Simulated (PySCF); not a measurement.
Simulated outer-valence photoelectron spectrum of `Clc1cc[nH]n1`. Level of theory: EOM-IP-CCSD/aug-cc-pVDZ in PySCF, restricted Hartree–Fock reference, frozen core, non-relativistic, gas phase, PBE0-D3(BJ)/def2-SVP geometry.

Each root has a Gaussian of 0.8 eV full width with its one-hole share as area; cross sections and vibrations are left out, and the highest printed point is 100.

```tsv
ionisation energy (eV)	intensity
8.2	0
8.4	2
8.6	8
8.8	23
9.0	49
9.2	79
9.4	98
9.6	99
9.8	79
10.0	50
10.2	27
10.4	20
10.6	32
10.8	55
11.0	76
11.2	87
11.4	87
11.6	76
11.8	58
12.0	44
12.2	47
12.4	58
12.6	60
12.8	46
13.0	25
13.2	10
13.4	4
13.6	7
13.8	19
14.0	40
14.2	59
14.4	64
14.6	59
14.8	60
15.0	75
15.2	93
15.4	100
15.6	88
15.8	61
16.0	32
16.2	13
16.4	4
16.6	1
```

**Question.** Where are the maxima, and how many lines lie under the curve?

**Answer.** 5 maxima, at 9.5, 11.3, 12.5, 14.4 and 15.4 eV, from 8 lines. At this width some lines have no maximum of their own.

**Question.** List the lines with their holes.

**Answer.** 
```json
{"E (eV)": "9.29", "leading hole (HF orbital)": "HOMO", "area": "0.95", "Koopmans (eV)": "9.79"}
{"E (eV)": "9.71", "leading hole (HF orbital)": "HOMO-1", "area": "0.95", "Koopmans (eV)": "9.96"}
{"E (eV)": "11.02", "leading hole (HF orbital)": "HOMO-3", "area": "0.94", "Koopmans (eV)": "13.18"}
{"E (eV)": "11.56", "leading hole (HF orbital)": "HOMO-2", "area": "0.95", "Koopmans (eV)": "12.43"}
{"E (eV)": "12.55", "leading hole (HF orbital)": "HOMO-4", "area": "0.94", "Koopmans (eV)": "13.61"}
{"E (eV)": "14.32", "leading hole (HF orbital)": "HOMO-5", "area": "0.95", "Koopmans (eV)": "15.64"}
{"E (eV)": "15.17", "leading hole (HF orbital)": "HOMO-6", "area": "0.93", "Koopmans (eV)": "16.69"}
{"E (eV)": "15.59", "leading hole (HF orbital)": "HOMO-7", "area": "0.95", "Koopmans (eV)": "17.09"}
```

The widest gap, 1.77 eV, lies between 12.55 and 14.32 eV. Only orbitals with −ε under 21 eV, eight at most, were ionised, so the high end of the curve may lack lines.
